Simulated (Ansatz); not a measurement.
Other spins and charges of H3S⁻, singlet at one geometry

Geometry (PBE0/def2-TZVPD stationary point for this spin, not checked as a minimum):

```xyz
4

S     0.0000   -0.0470    0.0142
H     0.0000    0.0596   -1.8788
H     0.0000    1.2756   -0.1011
H     0.0000    0.1591    1.5270
```

Basis aug-cc-pVDZ; Ansatz 0.2.0. Only valence electrons are correlated (noble-gas cores frozen). Prefix R: restricted or restricted open-shell reference; prefix U: unrestricted. Active spaces: valence = (10e, 7o) chosen from the atoms' valence shells.

Gaps are energies of the second state less the first, at fixed atoms, for a selection of the levels run; each method lands on the state that its own search finds for that charge and spin.

The highest occupied Kohn–Sham level of the anion is positive, up to +0.49 eV, so in those functionals the extra electron is held by the basis alone, which enters their differences from the reference.

Task: PBE gives 1.306 eV for removing an electron, to the doublet. Estimate what UCCSDT(Q) gives in aug-cc-pVDZ.

Result: UCCSDT(Q) in aug-cc-pVDZ gives 1.108 eV, so against it PBE is off by 0.198 eV, of which a good part can be the reference's own basis and frozen-core error.

```
                     level  gap (eV)  error (meV)
                       UHF    -0.031        -1139
                  UCCSD(T)     1.102           -6
                   BCCD(T)     1.101           -7
                    RCCSDT     1.103           -5
                 RCCSDT(Q)     1.108            0
    CASSCF (valence space)    -0.084        -1192
NEVPT4(SD) (valence space)     1.023          -85
                      PBE0     1.168           60
                   wB97M-V     1.218          110
```

Wrong sign: UHF, CASSCF (valence space).

In so small a basis the reference is far from its limit while semilocal and hybrid functionals are nearer theirs, so the functionals' errors here hold much of the reference's basis and frozen-core error, which can add to them or hide them.

Full CI isn't at hand for all of this; UCCSDT(Q) serves as the reference, and is uncertain by the last step of the cluster series or more. The frozen core follows each run's orbitals, which can shift R against U totals by a few meV.
